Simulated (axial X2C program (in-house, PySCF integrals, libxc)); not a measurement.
MgB: cheaper levels and CCSD(T), 2c

Calculated with an in-house all-electron X2C program for linear molecules (integrals from PySCF). Two-component (2c) means X2C with spin–orbit coupling and atomic mean-field two-electron Coulomb and Gaunt terms. Basis: Mg dyall-cv3z [9s8p6d3f], B dyall-v3z [7s6p2d1f] (cores contracted in-house); Gaussian nuclei, density fitting, unrestricted open shells. Masses: Mg 23.985 u, B 11.009 u.

State: Ω = 1/2 (⟨Sz⟩ = -0.50, ⟨Lz⟩ = 1.00 at HF); fragments Mg + B.

```json
{"level": "PBE0", "Re (Å)": "2.369", "ωe (cm⁻¹)": "369.6", "De (eV)": "0.625"}
{"level": "HF", "Re (Å)": "2.320", "ωe (cm⁻¹)": "434.3", "De (eV)": "0.294"}
{"level": "CCSD", "Re (Å)": "2.405", "ωe (cm⁻¹)": "312.7", "De (eV)": "0.218"}
{"level": "PBEsol", "Re (Å)": "2.371", "ωe (cm⁻¹)": "379.0", "De (eV)": "0.889"}
```

Correlated methods: 5 electrons correlated (number of frozen shells: Mg 2 s, 1 p; B 1 s), 221 virtual spin orbitals or spinors in MP2, 77 natural virtuals in coupled cluster.

CCSD(T), same Hamiltonian and basis:

Re = 2.418 Å, ωe = 307.3 cm⁻¹, De = 0.32 eV; T1 = 0.076 (Lee–Taylor normalisation).

(1) Give the differences from CCSD(T) in the columns below.

The state is one determinant whose occupation by symmetry is held fixed; it was picked as the lowest of a PBE0 search that is not exhaustive. De is counted from the lowest determinant-based energies of the atoms at the same level, without counterpoise correction. Density functionals use the spin component along the axis (collinear). CCSD and (T) use frozen natural virtuals with an MP2 correction for the truncation; (T) itself is uncorrected, so its De runs slightly low. In 2c an atomic determinant is not the ground J level, so De misses part of the atomic spin–orbit lowering. This holds for PBE0, PBEsol. Without a current term, density functionals place determinants with orbital angular momentum somewhat too high. The atomic limit has a lower orbital projection than the molecule and lies lower at mean-field level, so De may be about a tenth of an eV too small. The determinant is spin-polarised beyond a pure state at some levels (its spin-free form has ⟨S²⟩ too high), which makes Re and μ there less reliable. The T1 diagnostic is large, a sign of multireference character. The stretched end of a curve changes character and is left out.

Results:

(1) 

```json
{"level": "PBE0", "ΔRe (Å)": "-0.049", "Δωe (cm⁻¹)": "62", "ΔDe (eV)": "0.31"}
{"level": "HF", "ΔRe (Å)": "-0.098", "Δωe (cm⁻¹)": "127", "ΔDe (eV)": "-0.03"}
{"level": "CCSD", "ΔRe (Å)": "-0.013", "Δωe (cm⁻¹)": "5", "ΔDe (eV)": "-0.10"}
{"level": "PBEsol", "ΔRe (Å)": "-0.047", "Δωe (cm⁻¹)": "72", "ΔDe (eV)": "0.57"}
```
